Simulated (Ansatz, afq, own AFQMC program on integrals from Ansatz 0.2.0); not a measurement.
## C2H8NSi, doublet in def2-SVP, levels against AFQMC with the constraint released

```yaml
atoms:
  - { symbol: Si, position_ang: [0.6175, -0.2084, 0.9301] }
  - { symbol: N, position_ang: [0.0059, -0.8286, -0.5820] }
  - { symbol: C, position_ang: [0.8863, -1.1692, -1.6699] }
  - { symbol: C, position_ang: [-1.3738, -0.6677, -0.9630] }
  - { symbol: H, position_ang: [1.8625, -0.9894, 1.2452] }
  - { symbol: H, position_ang: [-0.4397, -0.4743, 1.9649] }
  - { symbol: H, position_ang: [0.9048, -0.3937, -2.4613] }
  - { symbol: H, position_ang: [1.9163, -1.3064, -1.3086] }
  - { symbol: H, position_ang: [0.5704, -2.1163, -2.1462] }
  - { symbol: H, position_ang: [-1.5196, 0.1452, -1.7021] }
  - { symbol: H, position_ang: [-1.7640, -1.5978, -1.4173] }
  - { symbol: H, position_ang: [-1.9962, -0.4403, -0.0847] }
```

Basis def2-SVP. Only valence electrons are correlated. Integrals, coupled cluster, full CI and functionals: Ansatz 0.2.0; the random walks run on the same integrals in our own AFQMC program. The CISD trial takes its coefficients from CCSD amplitudes. Released means that phaseless walkers are propagated on without the constraint, phases kept. ± is one standard error of the sampling.

Determinant: UHF, the one that the program's search chose, which needn't be the lowest solution. The geometry is a PBE0/def2-SVP stationary point of this or a neighbouring charge and spin state.

No full CI on the walks' own integrals is used here. The released AFQMC energy serves as the reference, which it does only where one determinant dominates, the energy is flat over the last release times and near the phaseless one (40 meV or 2 meV an electron, half that with transition metals). On small molecules, where full CI could be run and the noise was under 10 meV, such values lay within 10 meV of it in 19 cases of 20, a flattering rate, since the rule was set on those same cases; what remains of the bias isn't in the error bar.

Cautions: the released value is read at 0.90 1/Eh with a noise of 15 meV, more than in the cases checked (meV from the phaseless value at times in 1/Eh: -5 ± 9 at 0.21, -15 ± 7 at 0.42, -16 ± 9 at 0.63, -21 ± 15 at 0.90).

- T1 diagnostic: 0.0158
- weight of the determinant in the CISD state: 0.798
- ⟨S²⟩ of the determinant: 0.756
- size of the correlated space: 25 electrons in 92 orbitals

```json
{"level": "MP2", "correlation energy (eV)": "-14.8516"}
{"level": "CCSD", "correlation energy (eV)": "-16.4071"}
{"level": "CCSD(T)", "correlation energy (eV)": "-16.8826"}
```

Task: Estimate where AFQMC with the constraint released lies against CCSD(T) on the same integrals.

Result: 7.3 ± 1.4 kJ/mol below CCSD(T).

Reference: AFQMC with the constraint released, correlation energy -16.958 ± 0.015 eV.

| level | E − E(reference) (kJ/mol) | share of correlation (%) |
| --- | --- | --- |
| CCSD(T) | 7.3 ± 1.4 | 99.55 |
| ph-AFQMC/CISD | 2.0 ± 1.7 | 99.87 |

Released energies are given only where the last usable release times agree within the noise; a slower fall can still hide under it.
